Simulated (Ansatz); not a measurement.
One step, two centres

1,2-elimination, with the central atom changed down its group and all else kept; in the first member these bonds form or tighten: C–H; these break or loosen: B–C, H–N.

Gas-phase electronic energies, without zero-point energy, by CCSD(T) at an estimated basis limit (MP2 extrapolated from triple and quadruple zeta, plus CCSD(T) − MP2 in triple zeta); Ansatz 0.2.0, def2-TZVPP and QZVPP, frozen cores, on PBE0-D4/def2-TZVP structures. Extrapolation: Hartree–Fock as exp(−7.88 √X), correlation as X^−2.97. All energies, in eV, count from the reactant; the end structure is reached by relaxing down from the saddle. Brackets give SMILES, or, where every atom is bracketed, only which atoms are joined. Steps whose reference was doubtful or whose search ended elsewhere are left out.

| reactants | products | saddle | end structure | saddle by PBE-D4/TZ |
| --- | --- | --- | --- | --- |
| CH₆BN ([CH3][BH][NH2]) | BNH₂ ([BH][NH]) + CH₄ | 3.533 | 1.376 | 3.195 |
| CH₆AlN ([CH3][AlH][NH2]) | AlNH₂ ([NH][AlH]) + CH₄ | ? | 2.616 | 2.886 |

(1) What is the height of the saddle for CH₆AlN ([CH3][AlH][NH2])? (An estimate is asked for; the value comes from the calculation.)

(2) How do the PBE-D4 saddles lie against the coupled-cluster estimate?

No T1 diagnostic of these runs exceeds 0.020.

For scale, one of the runs: CCSD(T)/def2-TZVPP, 188 basis functions, launched by `ansatz run in.yaml --threads 2 --pin off --events-out ev --progress --plain --max-ram 4352MiB`. The run took 28 s on 2 CPU threads of an Arm Neoverse V2 (shared host), with 1.9 GiB of host memory at its peak.

Answers

(1) The calculation gives: 3.233 eV relative to the reactant, the lower of the two.

(2) Both lower, by 0.339 to 0.347 eV.
